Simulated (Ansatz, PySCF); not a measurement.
Molecule: dimethylamine, C2H7N, charge 0, multiplicity 1. 
Coordinates optimised at B3LYP-D3(BJ)/def2-TZVP (Ansatz, an electronic-structure program):
SMILES: CNC
```xyz
10

C     -0.0183    -0.2257     1.2115
N     -0.0165     0.5806     0.0024
C     -0.0428    -0.2163    -1.2126
H      0.7946    -0.9698     1.2537
H      0.0610     0.4203     2.0868
H     -0.9638    -0.7689     1.2836
H      0.7920     1.1896    -0.0034
H      0.7690    -0.9601    -1.2770
H      0.0189     0.4364    -2.0843
H     -0.9897    -0.7590    -1.2698
```

Dipole moments at this geometry, in debye (magnitudes).

| level | program | dipole (D) |
|---|---|---|
| PBE/def2-TZVPD | PySCF | 0.92 |
| BLYP/def2-TZVPD | Ansatz | 0.92 |
| revPBE/def2-TZVPD | Ansatz | (withheld) |
| PBE0/def2-TZVPD | Ansatz | 0.97 |
| BHLYP/def2-TZVPD | Ansatz | 1.02 |
| CAM-B3LYP/def2-TZVPD | Ansatz | 1.02 |
| wB97M-V/def2-TZVPD | Ansatz | 1.00 |
| wB97X-V/def2-TZVPD | Ansatz | 1.02 |
| CCSD(T)/aug-cc-pVDZ | Ansatz | (withheld) |

### Question
Fill in the missing entries.

### Answer

- revPBE/def2-TZVPD, dipole (D): 0.91
- CCSD(T)/aug-cc-pVDZ, dipole (D): 1.02

Measured: 1.03 D (NIST CCCBDB, as tabulated in the package chemicals), a vibrational average. This is an older compilation, not checked against later work.
